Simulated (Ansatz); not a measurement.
in.yaml

```yaml
crystal:
  periodic: [false, false, false]
  atoms:
    - {symbol: Be, position_ang: [0.000000, 0.000000, 0.000000]}
    - {symbol: Be, position_ang: [0.000000, 0.000000, 2.024400]}
basis:
  gaussian: {orbitals: aug-cc-pVDZ}
total_charge: -1
magnetization: {spin_polarized: false, initial_magnetization: 3}
correlation: {method: ccsdt_q, electrons: outside_noble_gas}
```

```sh
$ ansatz run in.yaml --threads 1 --pin off --events-out ev --progress --plain --max-ram 2393MiB
```

Log:

```
741 factors; integrals over basis functions are off by at most 1.3e-7 eV
mean field evaluation 1: about -785.4347 eV, gradient 1.3e1 eV
mean field evaluation 2: about -785.5489 eV, gradient 1.3e1 eV
mean field evaluation 4: about -792.1504 eV, gradient 4.2e0 eV
mean field evaluation 8: about -791.0786 eV, gradient 5.0e0 eV
mean field evaluation 16: about -792.9027 eV, gradient 2.8e0 eV
mean field evaluation 32: about -793.0654 eV, gradient 6.6e-1 eV
mean field evaluation 64: about -792.0275 eV, gradient 1.5e-5 eV
mean field evaluation 96: about -792.3446 eV, gradient 5.4e-1 eV
mean field evaluation 128: about -792.4043 eV, gradient 4.3e-1 eV
mean field evaluation 160: about -792.0810 eV, gradient 6.4e-1 eV
...
cycle  11  -2.06161171 eV  change    3.7e-5 eV  update   8.1e-5
cycle  12  -2.06164193 eV  change   -3.0e-5 eV  update   4.2e-5
cycle  13  -2.06167413 eV  change   -3.2e-5 eV  update   2.5e-5
cycle  14  -2.06168714 eV  change   -1.3e-5 eV  update   1.1e-5
cycle  15  -2.06168647 eV  change    6.6e-7 eV  update   6.6e-6
cycle  16  -2.06168493 eV  change    1.5e-6 eV  update   4.0e-6
cycle  17  -2.06168392 eV  change    1.0e-6 eV  update   2.4e-6
cycle  18  -2.06168383 eV  change    9.0e-8 eV  update   1.4e-6
cycle  19  -2.06168427 eV  change   -4.4e-7 eV  update   6.6e-7
cycle  20  -2.06168466 eV  change   -3.9e-7 eV  update   3.8e-7
perturbative correction -0.00518401 eV, -0.0001905088 hartree
Total energy: -795.26477105 eV, -29.2254412864 hartree
```

For the same geometry and basis UCCSDT(Q) lies 0.3 meV lower.

Ran on 1 thread of Intel Xeon, shared host: 57 s wall, 0.23 GiB peak host memory.
